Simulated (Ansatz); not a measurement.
# AlClFH: the cost of one run

All numbers are computed with the Python package of Ansatz 0.2.0. Level of theory: BLYP+D4/6-31G*.

**1. Starting point**

Bond lengths: F1–Al2 1.849 Å, Al2–Cl3 2.241 Å, Al2–H4 1.656 Å. Angles: F1–Al2–Cl3 120.8°, F1–Al2–H4 117.8°, Cl3–Al2–H4 121.3°.

No structure file is read: the coordinates are typed or built in the script.

**2. The code**

File run_md.py:

```python
"""Molecular dynamics of one AlClFH molecule."""

import ansatz as az
import numpy as np

BASIS = "6-31G*"
XC = "blyp"
DISPERSION = "d4"
N_STEPS = 40
TEMPERATURE_K = 800

system = (
    az.Crystal.molecule()
    .atom("F", [0.5602, -1.1262, 1.3972])
    .atom("Al", [0.1061, 0.043, 0.0386])
    .atom("Cl", [-1.7483, -0.2761, -1.1792])
    .atom("H", [1.1375, 1.299, -0.277])
)

base = (
    system.calculation()
    .basis(gaussian=BASIS)
    .functional(XC, dispersion=DISPERSION)
    .md("nve", timestep=0.5, steps=N_STEPS, temperature=TEMPERATURE_K, initial_velocities="maxwell_boltzmann", seed=76)
)
frames = []
done = base.session().plan().execute(on_event=lambda e: frames.append(e["data"]) if e["event"] == "md_step" else None)
print("t (fs)   E_pot (eV)      E_kin (eV)   T (K)   d(0-1) (A)")
for f in frames[::3]:
    xyz = np.array(f["positions_ang"])
    print(f"{f['time_fs']:6.2f} {f['lagrangian_ev']:14.5f} {f['e_kin_ev']:10.5f} {f['temperature_k']:8.1f} {np.linalg.norm(xyz[0] - xyz[1]):9.4f}")
kept = np.array([f["conserved_ev"] for f in frames])
print(f"conserved energy moves by at most {1000 * np.ptp(kept):.3f} meV")
```

**3. The input behind the calls**

The package turns the script's settings into the engine's input:

```yaml
crystal:
  periodic: [false, false, false]
  atoms:
    - { symbol: F, position_ang: [0.5602, -1.1262, 1.3972] }
    - { symbol: Al, position_ang: [0.1061, 0.043, 0.0386] }
    - { symbol: Cl, position_ang: [-1.7483, -0.2761, -1.1792] }
    - { symbol: H, position_ang: [1.1375, 1.299, -0.277] }
basis:
  gaussian:
    orbitals: "6-31G*"
hamiltonian:
  xc: blyp
  dispersion: d4
md:
  timestep: 0.5
  n_steps: 40
  ensemble: nve
  temperature: 800.0
  initial_velocities: maxwell_boltzmann
  seed: 76
```

**4. Running it**

Command:

```console
python run_md.py
```

What time and memory should one allow on 1 thread of Arm Neoverse V1, shared host?

About 51 s, with a peak of 0.17 GiB.
